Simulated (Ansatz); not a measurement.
Process, species as SMILES: Cl (HCl) → HCl+ (doublet, bonded as Cl) + e-
B3LYP-D3(BJ)/def2-TZVP geometries, fixed; electronic energies without zero-point terms.
Largest species:
```xyz
2

Cl     0.0000     0.0000    -0.0712
H      0.0000     0.0000     1.2108
```

Basis-set convergence of the adiabatic ionisation energy at PBE with Ansatz (a quantum-chemistry and plane-wave program). All functions are spherical. The program fits the integrals of some runs and decomposes those of others, by size. Open shells are unrestricted. No added dispersion term, no relativity. Functions are those of the species that has most. Reference: the value in aug-cc-pV(5+d)Z, 12.679 eV, itself unsure by roughly 0.001 eV (its mean distance from pcseg-4, aug-pcseg-3, aug-cc-pV(Q+d)Z). Deviations are taken from unrounded values.

```tsv
basis	functions	adiabatic ionisation energy (eV)	minus reference (eV)
STO-3G	10	12.036	-0.643
6-31G	15	12.706	0.027
pcseg-0	15	12.736	0.057
aug-cc-pV(D+d)Z	41	12.712	0.032
def2-TZVPD	55	12.687	0.007
def2-TZVPP	56	12.652	-0.027
jun-cc-pV(T+d)Z	62	12.688	0.009
def2-TZVPPD	68	12.689	0.010
cc-pV(Q+d)Z	94	12.671	-0.008
pcseg-3	97	12.678	-0.001
def2-QZVPPD	112	12.680	0.001
aug-cc-pV(Q+d)Z	135	12.682	0.003
aug-cc-pV(5+d)Z	216	12.679	0.000
```
